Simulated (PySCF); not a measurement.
An excited-state job on `C=CC/C=C\C`.

Method: TDDFT B3LYP/def2-SVPD, vertical, gas phase, core orbitals frozen in the response (PySCF 2.14.0, density-fitted response routines). Geometry: GFN2-xTB. A driver script takes a list of jobs; this job's settings line and coordinates (Å) are shown.

Input:
```
{"job": {"kind": "uv", "xc": "B3LYP", "basis": "def2-SVPD", "nstates": 8, "ntriplets": 3}, "charge": 0, "multiplicity": 1}
C     -2.881236     0.329329    -0.587061
C     -1.711616     0.232287     0.015614
C     -0.399221     0.594741    -0.613160
C      0.470056    -0.624955    -0.722758
C      1.586554    -0.881490    -0.058683
C      2.267836    -0.015253     0.949907
H     -2.970235     0.699707    -1.595775
H     -3.801373     0.050350    -0.101899
H     -1.644293    -0.146648     1.027417
H      0.088360     1.362888    -0.010881
H     -0.573989     1.000612    -1.612720
H      0.094984    -1.364797    -1.418539
H      2.098878    -1.816364    -0.253638
H      2.430530    -0.578011     1.868826
H      3.245019     0.292376     0.576010
H      1.692147     0.874171     1.187239
```

Output:
```
coarse grid: 12720 points
cycle   1  E = -234.3532455126  dE =  4.801e-01  |g| = 4.393e-01  |ddm| = 9.315e+00
cycle   2  E = -234.3433576203  dE =  9.888e-03  |g| = 4.844e-01  |ddm| = 2.709e+00
cycle   3  E = -234.4098397480  dE = -6.648e-02  |g| = 2.833e-02  |ddm| = 1.283e+00
cycle   4  E = -234.4099327429  dE = -9.299e-05  |g| = 2.090e-02  |ddm| = 1.755e-01
cycle   5  E = -234.4100267412  dE = -9.400e-05  |g| = 9.351e-03  |ddm| = 5.468e-02
cycle   6  E = -234.4100493545  dE = -2.261e-05  |g| = 1.322e-03  |ddm| = 1.786e-02
cycle   7  E = -234.4100498075  dE = -4.530e-07  |g| = 2.927e-04  |ddm| = 4.349e-03
final grid: 120968 points
cycle   8  E = -234.4597460692  dE = -4.432e-05  |g| = 5.467e-03  |ddm| = 1.813e-01
cycle   9  E = -234.4597436707  dE =  2.399e-06  |g| = 6.241e-03  |ddm| = 3.149e-02
cycle  10  E = -234.4597543841  dE = -1.071e-05  |g| = 6.445e-04  |ddm| = 1.578e-02
cycle  11  E = -234.4597544760  dE = -9.197e-08  |g| = 2.699e-04  |ddm| = 1.575e-03
cycle  12  E = -234.4597544948  dE = -1.875e-08  |g| = 4.531e-05  |ddm| = 5.637e-04
cycle  13  E = -234.4597544952  dE = -4.567e-10  |g| = 1.814e-05  |ddm| = 1.804e-04
converged SCF energy = -234.4597544952

Static polarisability (au): isotropic 76.648, principal 59.515 62.411 108.019

Singlet excitations
state   eV       nm        f      main configurations
  1   6.0835    203.8   0.19601   H->L 0.86
  2   6.5089    190.5   0.00606   H->L+1 0.95
  3   6.6084    187.6   0.12756   H-1->L 0.66, H->L+2 0.15, H-1->L+2 0.10
  4   7.0451    176.0   0.00817   H->L+3 0.48, H->L+4 0.47
  5   7.0760    175.2   0.02522   H-1->L+1 0.46, H->L+3 0.22, H->L+4 0.14
  6   7.2052    172.1   0.03828   H-1->L+1 0.39, H->L+2 0.24, H->L+4 0.15
  7   7.4043    167.4   0.04530   H->L+5 0.65, H->L+2 0.16
  8   7.5558    164.1   0.14819   H-1->L+3 0.47, H-1->L+2 0.33

Triplet excitations (Tamm-Dancoff, eV): 4.3943 4.5874 6.2630
```

The SCF starts on a coarse grid where the log names one; the energy can jump when the final grid takes over, and dE then counts from the start density on the new grid. H and L stand for HOMO and LUMO; the number after each pair is its weight.

Give S1 in cm⁻¹ and kJ/mol.

6.0835 eV × 8065.54 = 49067 cm⁻¹; × 96.485 = 587.0 kJ/mol.

How does the lowest singlet excitation compare with the HOMO–LUMO gap?

HOMO -6.82 eV and LUMO -0.17 eV give a gap of 6.65 eV; S1 at 6.08 eV lies 0.57 eV below it.

Summary of the converged run: HOMO -6.82 eV, LUMO -0.17 eV; lowest singlet 6.08 eV; lowest triplet 4.39 eV (Tamm–Dancoff); mean polarisability 76.6 au.

How long does this job take on an x86-64 server with one thread, shared host?

About 21 s.

One conformer stands for the species.
Labels such as C1 count atoms from 1, the log's own numbers from 0.
